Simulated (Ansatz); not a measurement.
`CC(C)(C)C=O`: measurement beside calculation (Ansatz, PBE0-D4/def2-TZVP geometry).

Z-matrix (Å, degrees):
```
C
C 1 1.518
H 1 1.093 2 110.2
H 1 1.091 2 111.0 3 120.3
H 1 1.091 2 111.0 3 -120.3
C 2 1.530 1 111.2 3 -61.1
C 2 1.530 1 111.2 3 61.2
C 2 1.512 1 110.8 3 -179.9
H 6 1.094 2 111.4 1 -177.0
H 6 1.093 2 111.3 1 -56.1
H 6 1.093 2 109.9 1 63.6
H 7 1.094 2 111.4 1 177.1
H 7 1.093 2 109.9 1 -63.5
H 7 1.093 2 111.3 1 56.2
O 8 1.199 2 125.9 1 0.1
H 8 1.116 2 113.7 1 -180.0
```

Measured: 9.5012 ± 0.0004 eV (ionisation energy: adiabatic ionisation energy, 0-0 band extrapolated to zero field, VUV-MATI). Source: Conformational Structures of Neutral and Cationic Pivaldehyde Revealed by IR-Resonant VUV-MATI Mass Spectroscopy, 2022 (pmc:9735833).

```json
{"level": "PBE-D4/def2-TZVPP", "vertical IE (eV)": "9.28", "minus measured (eV)": "-0.22"}
{"level": "r2SCAN-D4/def2-TZVPP", "vertical IE (eV)": "9.31", "minus measured (eV)": "-0.19"}
{"level": "PBE0-D4/def2-TZVPP", "vertical IE (eV)": "9.50", "minus measured (eV)": "0.00"}
{"level": "B3LYP-D4/def2-TZVPP", "vertical IE (eV)": "9.60", "minus measured (eV)": "0.10"}
{"level": "ωB97X-V/def2-TZVPP", "vertical IE (eV)": "9.64", "minus measured (eV)": "0.14"}
{"level": "ωB97M-V/def2-TZVPP", "vertical IE (eV)": "9.65", "minus measured (eV)": "0.15"}
{"level": "B2PLYP/def2-TZVPP", "vertical IE (eV)": "9.65", "minus measured (eV)": "0.14"}
{"level": "HF/def2-TZVPP", "vertical IE (eV)": "8.46", "minus measured (eV)": "-1.04"}
{"level": "MP2/def2-TZVPP", "vertical IE (eV)": "10.23", "minus measured (eV)": "0.72"}
{"level": "CCSD/def2-TZVPP", "vertical IE (eV)": "9.67", "minus measured (eV)": "0.17"}
{"level": "CCSD(T)/def2-TZVPP", "vertical IE (eV)": "9.70", "minus measured (eV)": "0.20"}
{"level": "HF/def2-QZVPP", "vertical IE (eV)": "8.46", "minus measured (eV)": "-1.04"}
{"level": "MP2/def2-QZVPP", "vertical IE (eV)": "10.31", "minus measured (eV)": "0.81"}
{"level": "HF/CBS(def2)", "vertical IE (eV)": "8.46", "minus measured (eV)": "-1.04"}
{"level": "MP2/CBS(def2)", "vertical IE (eV)": "10.38", "minus measured (eV)": "0.88"}
{"level": "CCSD/CBS(def2)", "vertical IE (eV)": "9.83", "minus measured (eV)": "0.33"}
{"level": "CCSD(T)/CBS(def2)", "vertical IE (eV)": "9.86", "minus measured (eV)": "0.36"}
{"level": "−ε(HOMO), LDA (SPW92)", "vertical IE (eV)": "5.87", "minus measured (eV)": "-3.63"}
{"level": "−ε(HOMO), PBE", "vertical IE (eV)": "5.73", "minus measured (eV)": "-3.78"}
{"level": "−ε(HOMO), revPBE", "vertical IE (eV)": "5.66", "minus measured (eV)": "-3.84"}
{"level": "−ε(HOMO), BLYP", "vertical IE (eV)": "5.66", "minus measured (eV)": "-3.84"}
{"level": "−ε(HOMO), r2SCAN", "vertical IE (eV)": "6.01", "minus measured (eV)": "-3.49"}
{"level": "−ε(HOMO), B97M-V", "vertical IE (eV)": "6.21", "minus measured (eV)": "-3.30"}
{"level": "−ε(HOMO), PBE0", "vertical IE (eV)": "7.27", "minus measured (eV)": "-2.23"}
{"level": "−ε(HOMO), B3LYP", "vertical IE (eV)": "7.07", "minus measured (eV)": "-2.44"}
{"level": "−ε(HOMO), r2SCANh", "vertical IE (eV)": "6.60", "minus measured (eV)": "-2.90"}
{"level": "−ε(HOMO), r2SCAN0", "vertical IE (eV)": "7.48", "minus measured (eV)": "-2.02"}
{"level": "−ε(HOMO), HSE06", "vertical IE (eV)": "6.87", "minus measured (eV)": "-2.64"}
{"level": "−ε(HOMO), BHLYP", "vertical IE (eV)": "8.80", "minus measured (eV)": "-0.70"}
{"level": "−ε(HOMO), CAM-B3LYP", "vertical IE (eV)": "8.75", "minus measured (eV)": "-0.76"}
{"level": "−ε(HOMO), LC-ωPBE", "vertical IE (eV)": "10.01", "minus measured (eV)": "0.51"}
{"level": "−ε(HOMO), ωB97X-V", "vertical IE (eV)": "9.72", "minus measured (eV)": "0.22"}
{"level": "−ε(HOMO), ωB97M-V", "vertical IE (eV)": "9.67", "minus measured (eV)": "0.17"}
```

Computed values are vertical and leave out zero-point energy and spin–orbit coupling, so an adiabatic measurement lies lower by the cation's relaxation.

Measured: 2876 cm⁻¹ (S0 state, mode 9, out-of-plane (CH3)2 stretch, IR-dip VUV-MATI and IR-resonant VUV-PI); 2913 cm⁻¹ (S0 state, in-plane CH3 symmetric stretch, IR-dip VUV-MATI and IR-resonant VUV-PI); 2964 cm⁻¹ (S0 state, mode 5, out-of-plane (CH3)2 symmetric stretch, IR-dip VUV-MATI and IR-resonant VUV-PI); 2977 cm⁻¹ (S0 state, mode 2, in-plane CH3 asymmetric stretch, IR-dip VUV-MATI and IR-resonant VUV-PI). Source: Conformational Structures of Neutral and Cationic Pivaldehyde Revealed by IR-Resonant VUV-MATI Mass Spectroscopy, 2022 (pmc:9735833).

Harmonic PBE0-D4 wavenumbers (cm⁻¹, unscaled): 81, 197, 244, 246, 274, 321, 344, 380, 396, 602, 781, 900, 952, 958, 958, 960, 1054, 1071, 1242, 1246, 1307, 1385, 1394, 1400, 1428, 1468, 1474, 1476, 1490, 1498, 1511, 1842, 2864, 3041, 3044, 3057, 3116, 3119, 3125, 3126, 3132, 3140. Fundamentals include anharmonicity and usually lie a few per cent under these; harmonic values from spectra compare directly.

B3LYP here is the variant with VWN-RPA as its local correlation; programs differ in this.
